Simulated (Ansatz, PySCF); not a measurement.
This Ansatz (a program for electronic structure) input computes a B3LYP/def2-TZVPD energy:

Ansatz 0.2 input:
```yaml
crystal:
  periodic: [false, false, false]
  atoms:
    - {symbol: S, position_ang: [-0.01709357, 0.00412436, 0.36533252]}
    - {symbol: O, position_ang: [0.02559840, 1.23445278, -0.37891730]}
    - {symbol: O, position_ang: [0.00858873, -1.24270151, -0.35174774]}
basis:
  gaussian:
    orbitals: def2-TZVPD
hamiltonian:
  xc: {name: B3LYP}
output: {forces: true}
```

Question: Write an input for the same energy in PySCF and say what it gives.

Answer: 
```python
from pyscf import gto, scf, dft

mol = gto.M(
    atom='''
    S    -0.01709357    0.00412436    0.36533252
    O     0.02559840    1.23445278   -0.37891730
    O     0.00858873   -1.24270151   -0.35174774
    ''',
    basis='def2-tzvpd',
    charge=0,
    spin=0,
    verbose=4,
)

mf = dft.RKS(mol, xc='b3lyp').density_fit(auxbasis='def2-universal-jkfit')
mf.grids.level = 3
mf.conv_tol = 1e-9
mf.max_cycle = 100
mf.max_memory = 1500
mf.kernel()
if not mf.converged:
    mf = mf.newton()
    mf.kernel(mf.make_rdm1())
mf.analyze()
```
It gives -548.72580 Eh, and Ansatz -548.72582 Eh, a difference of 0.02 mEh, from the treatment of integrals and grids.
